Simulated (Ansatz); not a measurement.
# SiH₃O− (SMILES [O-][SiH3]): one structure at several levels

A test off equilibrium: a frame of a short trajectory is computed at several levels, and each is set against CCSD(T).

Method: single points in def2-TZVPPD; program: Ansatz 0.2.0, Gaussian basis.

Correlated methods freeze the cores.

## 1. Starting geometry

SMILES `[O-][SiH3]`, 5 atoms, charge -1, spin multiplicity 1.

Atoms are counted from 1 here; the program's logs count them from 0.

Bond lengths: O1–Si2 1.640 Å, Si2–H3 1.652 Å, Si2–H4 1.587 Å, Si2–H5 1.574 Å. Angles: O1–Si2–H3 111.0°, O1–Si2–H4 110.8°, O1–Si2–H5 118.9°, H3–Si2–H4 110.9°, H3–Si2–H5 105.8°, H4–Si2–H5 98.7°.

Geometry (Å):

```xyz
5

O    -1.4717    0.2317    0.8064
Si   -0.0479    0.0300    0.0188
H    -0.2512    0.1656   -1.6150
H     0.6116   -1.3643    0.3938
H     1.1623    0.9697    0.3805
```

## 2. PBE-D4/def2-TZVPPD

File run/in.yaml:

```yaml
crystal:
  periodic: [false, false, false]
  atoms:
    - {symbol: O, position_ang: [-1.471732, 0.231741, 0.806430]}
    - {symbol: Si, position_ang: [-0.047918, 0.029951, 0.018847]}
    - {symbol: H, position_ang: [-0.251157, 0.165579, -1.614998]}
    - {symbol: H, position_ang: [0.611613, -1.364277, 0.393757]}
    - {symbol: H, position_ang: [1.162296, 0.969668, 0.380543]}
basis:
  gaussian: {orbitals: "def2-TZVPPD.json"}
total_charge: -1
hamiltonian: {xc: pbe, dispersion: d4}
output: {forces: true}
```

The basis file named in the input lies beside it (Basis Set Exchange, JSON).

On the command line:

```console
$ ansatz run in.yaml --threads 2 --pin off --events-out ev --progress --plain --max-ram 3481MiB
```

Log:

```text
Functional definition: PBE
  name "PBE"
  cite "Perdew, Burke & Ernzerhof, Phys. Rev. Lett. 77, 3865 (1996) doi:10.1103/PhysRevLett.77.3865"
  parent pbe
  parameter kappa = 0.804
  parameter beta = 0.06672455060314922
  exchange = pbe_x(kappa = kappa, mu = beta*pi^2/3)
  correlation = pbe_c(beta = beta)
666 factors; their error is unknown
mean field evaluation 1: about -9969.0790 eV, gradient 1.3e1 eV
mean field evaluation 2: about -9969.3173 eV, gradient 1.2e1 eV
mean field evaluation 4: about -9969.6073 eV, gradient 2.9e0 eV
mean field evaluation 8: about -9969.6081 eV, gradient 4.1e-2 eV
mean field -9969.60806727 eV, -366.3763388291 hartree, gradient 2.2e-5 eV, S^2 0.000000; 0 other end points of the search recorded, 0 dependent functions left out
the calculation of the forces begins
reference -9969.60810990 eV, -366.3763403956 hartree; 13, 13 occupied and 126, 126 virtual orbitals, 666 factors
Total energy: -9969.69521334 eV, -366.3795413881 hartree
Atom 0 at    -1.471732     0.231741     0.806430 Å, force     1.757953    -0.028905    -0.905708 eV/Å
Atom 1 at    -0.047918     0.029951     0.018847 Å, force    -1.774288    -0.059444     0.640038 eV/Å
Atom 2 at    -0.251157     0.165579    -1.614998 Å, force     0.526806    -0.230160     1.119227 eV/Å
Atom 3 at     0.611613    -1.364277     0.393757 Å, force    -0.117224     0.460003    -0.560265 eV/Å
Atom 4 at     1.162296     0.969668     0.380543 Å, force    -0.393247    -0.141493    -0.293291 eV/Å
Dipole moment:     0.361917    -0.034453    -0.181002 e Å
```

Run time: 0.9 s. Hardware: 2 threads of Arm Neoverse V2, shared host; peak memory 0.13 GiB.

## 3. r2SCAN-D4/def2-TZVPPD

run/in.yaml, as its differences from that of step 2:

```diff
@@ -11,3 +11,3 @@
 total_charge: -1
-hamiltonian: {xc: pbe, dispersion: d4}
+hamiltonian: {xc: r2scan, dispersion: d4}
 output: {forces: true}
```

On the command line:

```console
$ ansatz run in.yaml --threads 2 --pin off --events-out ev --progress --plain --max-ram 3481MiB
```

Log, cut to the lines that bear on the results:

```text
Functional definition: r2SCAN
  name "r2SCAN"
  cite "Furness, Kaplan, Ning, Perdew & Sun, J. Phys. Chem. Lett. 11, 8208 (2020) doi:10.1021/acs.jpclett.0c02405"
  cite "Furness, Kaplan, Ning, Perdew & Sun, J. Phys. Chem. Lett. 11, 9248 (2020) doi:10.1021/acs.jpclett.0c03077"
  parent r2scan
[...]
666 factors; their error is unknown
[...]
mean field -9974.12121607 eV, -366.5421939883 hartree, gradient 2.6e-5 eV, S^2 0.000000; 0 other end points of the search recorded, 0 dependent functions left out
[...]
reference -9974.12123000 eV, -366.5421945004 hartree; 13, 13 occupied and 126, 126 virtual orbitals, 666 factors
Total energy: -9974.14130129 eV, -366.5429321066 hartree
Atom 0 at    -1.471732     0.231741     0.806430 Å, force     2.320732    -0.095898    -1.213546 eV/Å
Atom 1 at    -0.047918     0.029951     0.018847 Å, force    -2.133341    -0.030210     0.853361 eV/Å
Atom 2 at    -0.251157     0.165579    -1.614998 Å, force     0.567263    -0.255130     1.333103 eV/Å
Atom 3 at     0.611613    -1.364277     0.393757 Å, force    -0.199876     0.630486    -0.628071 eV/Å
Atom 4 at     1.162296     0.969668     0.380543 Å, force    -0.554778    -0.249248    -0.344848 eV/Å
Dipole moment:     0.383693    -0.036320    -0.192615 e Å
```

Run time: 1.8 s. Hardware: 2 threads of Arm Neoverse V2, shared host; peak memory 0.14 GiB.

## 4. PBE0-D4/def2-TZVPPD

run/in.yaml, as its differences from that of step 3:

```diff
@@ -11,3 +11,3 @@
 total_charge: -1
-hamiltonian: {xc: r2scan, dispersion: d4}
-output: {forces: true}
+hamiltonian: {xc: pbe0, dispersion: d4}
+output: {forces: true, orbitals: {seedname: orbitals}}
```

On the command line:

```console
$ ansatz run in.yaml --threads 2 --pin off --events-out ev --progress --plain --max-ram 3481MiB
```

Log, cut to the lines that bear on the results:

```text
Functional definition: PBE0
  name "PBE0"
  cite "Adamo & Barone, J. Chem. Phys. 110, 6158 (1999) doi:10.1063/1.478522"
[... 2 set-up lines as earlier in the session ...]
[...]
683 factors; their error is unknown
[...]
mean field -9970.18049877 eV, -366.3973752986 hartree, gradient 1.6e-5 eV, S^2 0.000000; 0 other end points of the search recorded, 0 dependent functions left out
[...]
reference -9970.18053194 eV, -366.3973765179 hartree; 13, 13 occupied and 126, 126 virtual orbitals, 683 factors
Total energy: -9970.25233391 eV, -366.4000151914 hartree
Atom 0 at    -1.471732     0.231741     0.806430 Å, force     2.462462    -0.115399    -1.294365 eV/Å
Atom 1 at    -0.047918     0.029951     0.018847 Å, force    -2.252448    -0.016631     0.916321 eV/Å
Atom 2 at    -0.251157     0.165579    -1.614998 Å, force     0.559869    -0.253703     1.345115 eV/Å
Atom 3 at     0.611613    -1.364277     0.393757 Å, force    -0.207394     0.634269    -0.625144 eV/Å
Atom 4 at     1.162296     0.969668     0.380543 Å, force    -0.562489    -0.248536    -0.341927 eV/Å
Dipole moment:     0.407894    -0.039169    -0.206880 e Å
```

It took 1.2 s on 2 threads of Arm Neoverse V2, shared host; peak memory 0.2 GiB.

## 5. wB97M-V/def2-TZVPPD

run/in.yaml, as its differences from that of step 4:

```diff
@@ -11,3 +11,3 @@
 total_charge: -1
-hamiltonian: {xc: pbe0, dispersion: d4}
-output: {forces: true, orbitals: {seedname: orbitals}}
+hamiltonian: {xc: {name: wB97M-V}}
+output: {forces: true}
```

On the command line:

```console
$ ansatz run in.yaml --threads 2 --pin off --events-out ev --progress --plain --max-ram 3481MiB
```

Log, cut to the lines that bear on the results:

```text
Functional definition: wB97M-V
  name "wB97M-V"
  cite "Mardirossian & Head-Gordon, J. Chem. Phys. 144, 214110 (2016) doi:10.1063/1.4952647"
  cite "Becke, J. Chem. Phys. 107, 8554 (1997) doi:10.1063/1.475007"
  cite "Vydrov & Van Voorhis, J. Chem. Phys. 133, 244103 (2010) doi:10.1063/1.3521275"
  # Of w^i u^j: cxij and so on, Table III.
[...]
  gx(w, u) = 1 - cx + cx01*u + cx10*w
  gss(w, u) = css00 + css04*u^4 + css10*w + css20*w^2 + css43*w^4*u^3
  gos(w, u) = cos00 + cos10*w + (cos20 + cos21*u)*w^2 + (cos60 + cos61*u)*w^6
[...]
      + integral(e_c_pw_mod_opposite_spin*gos(b97_w_opposite, b97_u_opposite)) + vv10(b, c)
671 factors; their error is unknown
200 factors; integrals over basis functions are off by at most 2.7e-5 eV
[...]
mean field -9974.44899369 eV, -366.5542395938 hartree, gradient 8.5e-5 eV, S^2 0.000000; 0 other end points of the search recorded, 0 dependent functions left out
[...]
reference -9974.44904600 eV, -366.5542415160 hartree; 13, 13 occupied and 126, 126 virtual orbitals, 671 factors
Total energy: -9974.44904600 eV, -366.5542415160 hartree
Atom 0 at    -1.471732     0.231741     0.806430 Å, force     2.452284    -0.113069    -1.294380 eV/Å
Atom 1 at    -0.047918     0.029951     0.018847 Å, force    -2.072719    -0.045484     0.841395 eV/Å
Atom 2 at    -0.251157     0.165579    -1.614998 Å, force     0.580846    -0.266845     1.504840 eV/Å
Atom 3 at     0.611613    -1.364277     0.393757 Å, force    -0.271795     0.771002    -0.666907 eV/Å
Atom 4 at     1.162296     0.969668     0.380543 Å, force    -0.688616    -0.345604    -0.384947 eV/Å
Dipole moment:     0.425247    -0.040951    -0.215268 e Å
```

Run time: 4 s. Hardware: 2 threads of Arm Neoverse V2, shared host; peak memory 0.25 GiB.

## 6. CCSD(T)/def2-TZVPPD

run/in.yaml, as its differences from that of step 5:

```diff
@@ -11,3 +11,3 @@
 total_charge: -1
-hamiltonian: {xc: {name: wB97M-V}}
+correlation: {method: ccsd_t}
 output: {forces: true}
```

On the command line:

```console
$ ansatz run in.yaml --threads 2 --pin off --events-out ev --progress --plain --max-ram 3481MiB
```

Log, cut to the lines that bear on the results:

```text
Functional definition: HF
  name "HF"
  cite "Fock, Z. Phys. 61, 126 (1930) doi:10.1007/BF01340294"
[... 1 set-up line as earlier in the session ...]
[...]
787 factors; integrals over basis functions are off by at most 1.3e-3 eV
[...]
mean field -9948.45280644 eV, -365.5988973332 hartree, gradient 2.2e-6 eV, S^2 0.000000; 0 other end points of the search recorded, 0 dependent functions left out
6 core orbitals not correlated: weight in the atoms' cores, before any rotation towards them, 1.000 or more for the frozen orbitals, at most 0.000 for the correlated occupied ones
reference -9948.45280644 eV, -365.5988973332 hartree; 7, 7 occupied and 126, 126 virtual orbitals, 787 factors
second order -10.91490933 eV of doubles, -0.00000000 eV of singles
cycle   1  -10.85387957 eV  change    6.1e-2 eV  update   1.1e-1
[...]
cycle  12  -11.33741520 eV  change    9.4e-7 eV  update   5.8e-6
perturbative correction -0.46809079 eV, -0.0172020193 hartree
[...]
Total energy: -9960.25831244 eV, -366.0327416765 hartree
Atom 0 at    -1.471732     0.231741     0.806430 Å, force     2.146887    -0.068474    -1.125513 eV/Å
Atom 1 at    -0.047918     0.029951     0.018847 Å, force    -1.856760    -0.072376     0.720497 eV/Å
Atom 2 at    -0.251157     0.165579    -1.614998 Å, force     0.592686    -0.268913     1.458364 eV/Å
Atom 3 at     0.611613    -1.364277     0.393757 Å, force    -0.241630     0.726532    -0.669431 eV/Å
Atom 4 at     1.162296     0.969668     0.380543 Å, force    -0.641183    -0.316769    -0.383918 eV/Å
Dipole moment:     0.416809    -0.041586    -0.214244 e Å
```

Run time: 32 s. Hardware: 2 threads of Arm Neoverse V2, shared host; peak memory 1.3 GiB.

## 7. Side by side

| method | RMS force component (eV/Å) | RMS error against CCSD(T) (eV/Å) | angle to CCSD(T) forces (°) |
| --- | --- | --- | --- |
| PBE-D4 | 0.811 | 0.189 | 6.6 |
| r2SCAN-D4 | 1.021 | 0.109 | 5.5 |
| PBE0-D4 | 1.070 | 0.156 | 6.7 |
| wB97M-V | 1.072 | 0.114 | 2.8 |
| CCSD(T) | 0.969 | reference | reference |

Cost and force error (times from a shared host):

| method | time | RMS force error (eV/Å) |
| --- | --- | --- |
| PBE-D4 | 0.9 s | 0.189 |
| r2SCAN-D4 | 1.8 s | 0.109 |
| PBE0-D4 | 1.2 s | 0.156 |
| wB97M-V | 4 s | 0.114 |
| CCSD(T) | 32 s | 0 |

## 8. What came out

```
              quantity                                                             value
   RMS force component                              0.811 to 1.072 eV/Å over the methods
       RMS force error  PBE-D4 0.189, r2SCAN-D4 0.109, PBE0-D4 0.156, wB97M-V 0.114 eV/Å
HOMO and LUMO, PBE0-D4                                                 -1.11 and 4.35 eV
         T1 diagnostic                                                             0.018
```

What this shows: The forces of r2SCAN-D4 come nearest to CCSD(T), those of PBE-D4 are farthest. Frozen-core CCSD(T) forces in triple zeta carry basis errors of their own, and this is one geometry, so small gaps rank nothing.
